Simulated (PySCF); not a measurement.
Atoms are numbered as in `[O:1]=[CH:2][CH:3]1[CH2:4][CH2:5]1`; H(Xn) means a hydrogen on atom n. Ha(C4), Ha(C5) are cis to C2 on the ring; Hb(C4), Hb(C5) are trans to C2 on the ring.

GIAO shifts from PySCF 2.14 on PBE0-D3(BJ)/def2-SVP geometries (one conformer, non-relativistic, equivalent nuclei averaged), against TMS at the same level and in the same medium; PCM means IEF-PCM chloroform.

Measured (solution, not stated per compound (mostly CDCl3 or CCl4); Pretsch, Buehlmann, Badertscher, Structure Determination of Organic Compounds, 4th ed. (2009)): C3 22.7, C4/C5 7.4, H(C3) 1.79 ppm.

Problem. Which unscaled values do KT2/pcSseg-2, gas; PBE0/pcSseg-1, PCM; WP04/pcSseg-1, PCM; wB97X-D/pcSseg-1, PCM give, and how close are they?

Solution. 
```json
{"atoms": "C3", "measured": "22.7", "KT2/pcSseg-2, gas": "24.8", "PBE0/pcSseg-1, PCM": "26.8", "WP04/pcSseg-1, PCM": "28.5", "wB97X-D/pcSseg-1, PCM": "26.5"}
{"atoms": "C4/C5", "measured": "7.4", "KT2/pcSseg-2, gas": "5.5", "PBE0/pcSseg-1, PCM": "7.2", "WP04/pcSseg-1, PCM": "10.5", "wB97X-D/pcSseg-1, PCM": "7.1"}
{"atoms": "H(C3)", "measured": "1.79", "KT2/pcSseg-2, gas": "1.53", "PBE0/pcSseg-1, PCM": "1.56", "WP04/pcSseg-1, PCM": "1.61", "wB97X-D/pcSseg-1, PCM": "1.54"}
```

Mean absolute error for ¹³C: KT2/pcSseg-2, gas 2.0, PBE0/pcSseg-1, PCM 2.2, WP04/pcSseg-1, PCM 4.5, wB97X-D/pcSseg-1, PCM 2.1 ppm.

Mean absolute error for ¹H: KT2/pcSseg-2, gas 0.26, PBE0/pcSseg-1, PCM 0.23, WP04/pcSseg-1, PCM 0.18, wB97X-D/pcSseg-1, PCM 0.25 ppm.
